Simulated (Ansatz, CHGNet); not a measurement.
# Ladder of methods for the elastic constant C11 of rutile SnO₂

Reference value: 262 GPa (measured, temperature not stated, no zero-point or thermal correction; as tabulated in Oses et al. (2018), arXiv:1811.08464).

**Question.** Put these levels in order of the elastic constant C11 that they give for rutile SnO₂, smallest first: CHGNet-r²SCAN, LDA (Ansatz, an electronic-structure program), PBE (Ansatz), PBE0 (Ansatz).

**Answer.** CHGNet-r²SCAN (193 GPa), PBE (209 GPa), LDA (248 GPa), PBE0 (261 GPa)

Unless a cell is named, each level is at its own relaxed cell (CHGNet-r²SCAN 12.15, LDA 11.86, PBE 12.58, PBE0 12.01 Å³/atom).

Differences against the reference: CHGNet-r²SCAN -26 %, LDA -5.3 %, PBE -20 %, PBE0 -0.4 %.

The reference isn't brought to a static lattice, while the calculations are for one, so the differences are not the levels' errors alone. A static lattice is as a rule stiffer than a warm one, by over a tenth in soft solids.  Each level is taken at its own relaxed cell. Ansatz's density-functional and Hartree–Fock values are scalar-relativistic unless marked +SOC, with PAW data made under PBE.

Machine-learned potentials (CHGNet-r²SCAN) are trained on DFT data: a solid inside that data is no test of them.

Differences are worked out from the printed values.
